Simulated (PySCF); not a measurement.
Some computed properties have been withheld. Give your best values.

Compound: HSiF (singlet state).
InChI=1S/FHSi/c1-2/h2H

```csv
property,level,value
point group of the GFN2-xTB geometry,GFN2-xTB,Cs
"rotational constants A, B, C of the GFN2-xTB geometry",GFN2-xTB,"239.433, 16.280, 15.244 GHz"
dipole moment,CAM-B3LYP/def2-SVPD,1.33 D
HOMO energy,CAM-B3LYP/def2-SVPD,-8.42 eV
LUMO energy,CAM-B3LYP/def2-SVPD,?
lowest singlet excitation,TDDFT CAM-B3LYP/def2-SVPD,?
strongest line among the 8 lowest singlet transitions,TDDFT CAM-B3LYP/def2-SVPD,"S5 at 8.29 eV (150 nm, f = 0.298)"
lowest triplet excitation (Tamm–Dancoff),TDA CAM-B3LYP/def2-SVPD,1.65 eV
static isotropic polarisability,CAM-B3LYP/def2-SVPD,?
electronic spatial extent ⟨r²⟩ about the centre of nuclear charge,CAM-B3LYP/def2-SVPD,?
```

Gas-phase values; electronic properties from PySCF, density fitting. Isolated species at its GFN2-xTB geometry, gas phase.

Task: Give the static isotropic polarisability.

Result: 30.5 au.

Task: Give the lowest singlet excitation.

Result: 2.98 eV (415 nm, f = 0.022).

Task: The LUMO energy?

Result: -1.58 eV.

Task: What is the electronic spatial extent ⟨r²⟩ about the centre of nuclear charge?

Result: 105 bohr².

1 of the 8 computed singlets lies in the visible range (750 to 380 nm, 1.65 to 3.26 eV), with an oscillator strength of 0.022. The dipole equals about 4.4 × 10⁻³⁰ C·m (1 D = 3.33564 × 10⁻³⁰ C·m). With B = h/(8π²I), that is 505.379 GHz u Å² over I, the principal moments of inertia are 2.11, 31.0 and 33.2 u Å² (most abundant isotopes); the inertial defect Ic − Ia − Ib is 0.1 u Å² (zero for a rigid planar frame, negative otherwise).
